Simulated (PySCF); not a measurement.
A thermochemical cycle for BH

PBE0 in PySCF with def2-TZVPPD on every atom, for the lowest determinant that a PBE0 search found; no spin–orbit coupling. BH, a singlet (closed shell), has De = 3.49 eV to neutral atoms, and BH⁺, a doublet (σ ↑), has De = 2.62 eV to B⁺ + H.

At the same level the B atom ionises at 8.64 eV.

Q: What is the adiabatic ionisation energy of the molecule, and does ionisation strengthen or weaken the bond?

A: IE = IE(B) + De(neutral) − De(ion) = 8.64 + 3.49 − 2.62 = 9.51 eV. De changes by -0.87 eV, so ionisation weakens the bond.

For an ion De counts to the pair picked by the measured ionisation energies or electron affinities, which need not be the lowest pair at this level. States were picked by a PBE0 search and need not be the measured ground states.
